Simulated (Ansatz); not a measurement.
**CH₅BN, doublet: from triple and quadruple zeta to the limit**

```xyz
8

B    -0.9070    0.7612   -0.6975
N     0.2710    0.5022    0.0337
C     0.5951   -0.6026    0.7728
H    -1.7805   -0.0739   -0.7050
H    -0.9909    1.8117   -1.2866
H     0.9898    1.2196    0.0242
H     1.5558   -0.6491    1.2832
H    -0.1256   -1.4171    0.8320
```

Ansatz 0.2.0, UHF determinant, valence electrons correlated. Energies in eV.

```tsv
set	X	functions	Hartree–Fock	MP2 correlation	CCSD(T) correlation	time
def2-TZVPP	3	163	-3263.8005	-12.6259	-14.0818	2.5 s on 1 × NVIDIA H100 80GB HBM3 with 1 thread of AMD EPYC 7R13 Processor (Zen 3), on a shared host
def2-QZVPP	4	321	-3263.9635	-13.4782	-14.8286	11 s on 1 × NVIDIA H100 80GB HBM3 with 1 thread of AMD EPYC 7R13 Processor (Zen 3), on a shared host
```

Hartree–Fock is taken to follow E(X) = E∞ + A·exp(−7.88·√X), correlation E(X) = E∞ + B·X^−2.97.

Work out the CCSD(T) energy at the limit, and how far the shortcut misses it that extrapolates MP2 and adds CCSD(T) minus MP2 from the smaller set.

Hartree–Fock: E∞ = E4 + 0.1377·(E4 − E3) = -3263.9860. Correlation: E∞ = E4 + 0.7407·(E4 − E3) = -15.3818 for CCSD(T) and -14.1095 for MP2. The limit is -3279.3677 eV, 0.576 eV below def2-QZVPP. The shortcut gives a correlation energy of -14.1095 + (-1.4558) = -15.5653, 184 meV lower than the direct value.
